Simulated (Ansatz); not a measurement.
CH2FN (SMILES [H]/N=C/F): where methods fail along a bond

CH2FN has 5 atoms, charge 0, and is taken as a singlet. SMILES: `[H]/N=C/F`. The coordinates come from a PBE0-D4/def2-TZVP relaxation.

```csv
atom,x (Å),y (Å),z (Å)
N,-0.7199,-0.4544,-0.4398
C,0.2965,-0.0345,0.1373
F,1.2424,-0.8848,0.5208
H,-1.3439,0.3141,-0.6673
H,0.5748,0.9860,0.4076
```

The C2–H5 distance is scanned; the parts on either side stay rigid. Basis STO-3G, 3 core orbitals frozen in the correlated methods; program Ansatz 0.2.0. FCI is exact within this basis and core. Energies in eV from each method's value at 1.092 Å; methods without a U are spin-restricted. The shape above is that at 1.092 Å.

```csv
distance (Å),BLYP,B3LYP,wB97X,MP2
1.092,0.00,0.00,0.00,0.00
1.365,0.51,0.65,0.74,0.75
1.638,1.73,2.07,2.32,2.34
2.183,3.96,4.66,5.31,4.98
2.729,5.35,6.28,7.33,5.94
```

Q: Estimate the FCI curve, and say how far off each method is.

A: 
```csv
distance (Å),FCI
1.092,0.00
1.365,0.62
1.638,1.97
2.183,3.86
2.729,4.42
```

Departure from the FCI curve at its largest: BLYP +0.93 eV at 2.73 Å; B3LYP +1.86 eV at 2.73 Å; wB97X +2.91 eV at 2.73 Å; MP2 +1.52 eV at 2.73 Å. Restricted functionals keep the electrons paired too, and rise too high.
